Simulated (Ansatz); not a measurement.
## How far each method lies from full CI for B2H⁺, singlet

Geometry: that of the B2H, doublet, kept fixed. The triplet lies 1.2 eV lower here.

```xyz
3

B     0.0000    0.0000    0.1151
B     0.0000    0.0000   -1.4076
H     0.0000    0.0000    1.2925
```

Basis 6-31G; Ansatz 0.2.0. Correlated methods freeze the noble-gas cores, which leaves 6 electrons in 18 orbitals. Prefix R: restricted or restricted open-shell reference; prefix U: unrestricted. Active spaces: valence = (6e, 9o) chosen from the atoms' valence shells.

Full CI is exact within this basis and frozen core; it isn't the basis-set limit. The frozen core follows each run's orbitals, which can shift R against U totals by a few meV.

- UHF ⟨S²⟩: 1.005
- T1 diagnostic (RCCSD): 0.0191
- largest doubles amplitude (RCCSD): 0.260

```
                   level  E − E(full CI) (kcal/mol)  wall time
                    RHF†                      79.16          –
                    UHF†                      31.96          –
                   RMP2†                      41.29          –
                   UMP2†                       1.05          –
                   CISD†                      15.87      0.3 s
                  RCCSD†                      11.59          –
                 UCCSD*†                     -19.80          –
               RCCSD(T)†                       8.64     0.51 s
              UCCSD(T)*†                     -23.73     0.96 s
                BCCD(T)†                       8.61     0.51 s
                 RCCSDT†                       7.71          –
                UCCSDT*†                     -26.91          –
                 CISDTQ†                       0.43     0.78 s
              RCCSDT(Q)†                       7.08     0.69 s
             UCCSDT(Q)*†                     -27.28      2.1 s
                RCCSDTQ†                       6.69        2 s
               UCCSDTQ*†                     -27.22       11 s
  CASSCF (valence space)                      10.92          –
  NEVPT2 (valence space)                       3.23      2.6 s
  MRCISD (valence space)                       0.10          –
MRCISD+Q (valence space)                      -0.02      3.8 s
```

An asterisk marks runs whose energy the program itself flagged as in doubt. A dagger marks rows that describe another state than the reference (another or a broken symmetry, a higher spin or other natural occupations), so the difference isn't the method's error.

Times hold each run's SCF and search for its determinant on a shared host, so for small cases they say little of a method's own cost; they ran on 1 thread of Arm Neoverse V2.

The restricted determinant belongs to another symmetry than the lowest state (B1); the lowest full-CI state of the determinant's symmetry (A1) lies 0.289 eV higher, and methods that keep that symmetry describe that state.

Unrestricted levels hold only the spin's projection, and here they fall towards a lower state of higher spin.

The full-CI state has the irrep B1 of C2v, in the program's axes (one component, if the state is degenerate).

Natural occupations of full CI about the gap: 1.961 1.957 0.990 0.989 0.026 0.024 0.017 0.012 0.009 0.005; effectively unpaired electrons, Σ n²(2−n)², 2.02. No single determinant describes this state well, so single-reference rows can miss without a flag.
